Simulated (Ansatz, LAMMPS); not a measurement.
bcc Mo: properties by level of theory

Reference values: lattice constant a 3.141 Å (measured, static lattice: zero-point anharmonic expansion removed; as tabulated in Mejia-Rodriguez and Trickey (2018), arXiv:1807.09216); bulk modulus 265 GPa (measured, zero-point energy and finite temperature contributions removed, sources range from 265 to 278; as tabulated in doi:10.1021/acs.jctc.3c00612).

| level (code) | lattice parameter a (Å) | bulk modulus (GPa) |
|---|---|---|
| MEAM library.meam-Mo (LAMMPS) | 3.150 | 265 |
| rVV10 (Ansatz) | 3.184 | 253 |
| r²SCAN-D4 (Ansatz) | 3.144 | 275 |

Differences from the reference values (errors of the level alone only where the reference is corrected to a static lattice):

```tsv
level	lattice constant a (%)	bulk modulus (%)
MEAM library.meam-Mo	+0.29	0.0
rVV10	+1.37	-4.5
r²SCAN-D4	+0.10	+3.8
```

Nearest: lattice constant a, r²SCAN-D4; bulk modulus, not told apart by this reference. Empirical potentials aren't ranked on values they can be fitted to.

Empirical potentials (MEAM library.meam-Mo) are fitted to chosen data, which need not cover the solid at hand: agreement can be built in, and what lay outside the fit can be far off.

Ansatz's density-functional and Hartree–Fock values are scalar-relativistic unless marked +SOC, with PAW data made under PBE.

Differences are worked out from the printed values.

Static lattice: no zero-point or thermal effects.

Ansatz is a quantum-chemistry and plane-wave program.
